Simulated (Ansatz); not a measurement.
C2H4ClF, SMILES `CC(F)Cl`. Total charge 0; spin multiplicity 1.

Z-matrix (Å, degrees):
```
C
C 1 1.499
H 1 1.090 2 110.2
H 1 1.092 2 109.1 3 119.8
H 1 1.090 2 110.0 3 -120.4
F 2 1.363 1 110.1 3 -179.0
Cl 2 1.783 1 111.2 3 60.8
H 2 1.091 1 113.3 3 -58.2
```

Problem. Give the diagnostics of a CCSD(T)/def2-TZVPP run (frozen core, Ansatz). (Estimate.)

Solution. Computed: T1 = 0.0101, largest single amplitude 0.012, largest double 0.025, (T) share of the correlation energy 3.6 %, 9 CCSD cycles. The RHF solution is stable towards an unrestricted one. T1 lies under the customary mark of 0.02 for closed shells.
